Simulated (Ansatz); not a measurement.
Born–Oppenheimer molecular dynamics of CH₅MgSi (8 atoms, charge -1, multiplicity 1). It starts from a relaxed structure.

All numbers below come from RKS PBE/def2-SVP (Ansatz 0.2.0).

```yaml
ensemble: NVT, Langevin thermostat
time_step: 0.5 fs
steps_asked: 150
set_temperature: 500 K
friction: 0.01 /fs
seed: 320191
```

First frame:

```xyz
8
Properties=species:S:1:pos:R:3
C -1.405 1.552 -1.641
Mg -0.617 0.412 -0.183
Si 1.135 -1.154 1.094
H -2.304 1.202 -2.205
H -1.508 2.656 -1.499
H 1.746 -0.529 2.351
H 2.394 -1.695 0.406
H 0.559 -2.446 1.677
```

How far do the bonds stretch over the last three quarters of this one trajectory? (Pairs bonded in most of those frames.)


```
   bond  mean (Å)  spread (Å)  shortest  longest
 C1–Mg2     1.994       0.035      1.95     2.06
  C1–H4     1.118       0.028      1.07     1.17
  C1–H5     1.120       0.018      1.09     1.15
Mg2–Si3     2.546       0.099      2.46     2.77
 Si3–H6     1.528       0.040      1.47     1.60
 Si3–H7     1.536       0.051      1.47     1.63
 Si3–H8     1.541       0.038      1.48     1.62
```

Mean temperature of the second half: 484 K. A run of 0.075 ps of so small a system gives no equilibrium averages. Limits of this set-up: an anion without diffuse functions.

The run took 2.8 min on 1 thread of Arm Neoverse V2, on a shared host, peak memory 0.092 GiB.
